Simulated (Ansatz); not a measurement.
## [GeH3···H···NH], triplet: transfer scan

Starting geometry:

```tsv
atom	x (Å)	y (Å)	z (Å)
Ge	-0.5412	0.0110	0.0000
H	-1.0527	1.4576	0.0000
H	-1.0527	-0.7123	1.2528
H	-1.0527	-0.7123	-1.2528
H	0.9931	0.0110	0.0000
N	2.7458	0.0110	0.0000
H	3.0148	-0.9932	0.0000
```

From there H5 is moved from one fragment to the other while all else, the fragments' distance too, stays fixed, so the hump isn't the reaction's barrier; atoms are numbered as listed. Energies are in kcal/mol, counted from the starting geometry at the same level. Kohn–Sham curves are unrestricted where that lies lower.

Basis cc-pVDZ; Ansatz 0.2.0. Correlated methods freeze the noble-gas cores and the filled d shells of p-block atoms. Prefix R: restricted or restricted open-shell reference; prefix U: unrestricted. No spin–orbit coupling is included, and no scalar relativity.

In so small a basis the reference is far from its limit while semilocal and hybrid functionals are nearer theirs (RPA and double hybrids share much of the reference's basis error), so the functionals' errors here hold much of the reference's basis and frozen-core error, which can add to them or hide them.

Full CI isn't at hand for all of this; UCCSDT(Q) serves as the reference, and is uncertain by about the last step of the cluster series.

```json
{"distance Ge1-H5 (Å)": "1.534", "UCCSDT(Q)": "0.0", "PBE": "0.0", "r2SCAN": "0.0", "PBE0": "0.0", "B3LYP": "0.0", "r2SCAN0": "0.0", "wB97M-V": "0.0", "B2PLYP": "0.0", "RPA-PBE": "0.0"}
{"distance Ge1-H5 (Å)": "1.636", "UCCSDT(Q)": "2.1", "PBE": "-0.7", "r2SCAN": "0.3", "PBE0": "0.7", "B3LYP": "0.5", "r2SCAN0": "1.3", "wB97M-V": "1.5", "B2PLYP": "1.4", "RPA-PBE": "1.6"}
{"distance Ge1-H5 (Å)": "1.840", "UCCSDT(Q)": "7.7", "PBE": "-1.0", "r2SCAN": "1.6", "PBE0": "3.2", "B3LYP": "2.7", "r2SCAN0": "4.7", "wB97M-V": "5.5", "B2PLYP": "5.4", "RPA-PBE": "5.5"}
{"distance Ge1-H5 (Å)": "2.043", "UCCSDT(Q)": "2.1", "PBE": "-6.8", "r2SCAN": "-4.6", "PBE0": "-2.7", "B3LYP": "-2.9", "r2SCAN0": "-1.5", "wB97M-V": "-1.1", "B2PLYP": "-0.7", "RPA-PBE": "-0.1"}
{"distance Ge1-H5 (Å)": "2.247", "UCCSDT(Q)": "-6.6", "PBE": "-11.5", "r2SCAN": "-11.2", "PBE0": "-10.0", "B3LYP": "-9.7", "r2SCAN0": "-10.0", "wB97M-V": "-9.8", "B2PLYP": "-9.0", "RPA-PBE": "-7.5"}
```

Problem. Judged by the spread of the error over the points with a reference (largest less smallest), which of these follows UCCSDT(Q) best and which worst?

Solution. Subtracting the UCCSDT(Q) column from each: best RPA-PBE (errors from -2.2 to 0.0, spread 2.2 kcal/mol), worst PBE (from -8.9 to 0.0, spread 8.9 kcal/mol). Functionals and wave-function methods converge differently with the basis, so part of this is basis effect.
